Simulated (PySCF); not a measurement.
1,3-dithiole-2-thione, C₃H₂S₃.
Cartesian coordinates in Å at the PBE0-D3(BJ)/def2-SVP level; atoms count from 1:
```xyz
8
C3H2S3 angstrom
S      3.1582    0.3681    0.0949
C      1.5385    0.1730    0.0513
S      0.7394   -1.3405   -0.3406
C     -0.8920   -0.7764   -0.1885
C     -1.0574    0.5162    0.1507
S      0.3820    1.4504    0.3915
H     -1.7058   -1.4808   -0.3699
H     -2.0247    1.0045    0.2825
```

The closed-shell ground state was solved at several levels (PySCF, density fitting, gas phase, non-relativistic).

```json
{"level": "PBE0/pcSseg-1", "basis functions": "133", "HOMO (eV)": "-6.49", "LUMO (eV)": "-1.97", "gap (eV)": "4.52", "dipole (D)": "4.43"}
{"level": "HF/pcSseg-2", "basis functions": "265", "HOMO (eV)": "-8.42", "LUMO (eV)": "1.28", "gap (eV)": "9.70", "dipole (D)": "5.04"}
```

Q: What might CAM-B3LYP/def2-SVPD (157 basis functions) give for the same quantities?

A: HOMO -7.59 eV, LUMO -1.05 eV, gap 6.54 eV, dipole 4.60 D.

Q: Over all these levels, which gives the widest orbital gap and which the narrowest?

A: HF/pcSseg-2 (Hartree–Fock, all exact exchange) has the widest, 9.70 eV, and PBE0/pcSseg-1 (global hybrid, 25 % exact exchange) the narrowest, 4.52 eV. Functional and basis both differ between the two, so the spread mixes both effects. The HOMO need not be the same orbital at Hartree–Fock and at DFT levels.

Q: How far do the dipole and the HOMO energy spread over the levels?

A: The dipole runs from 4.43 to 5.04 D (mean 4.69 D) and the HOMO from -8.42 to -6.49 eV.
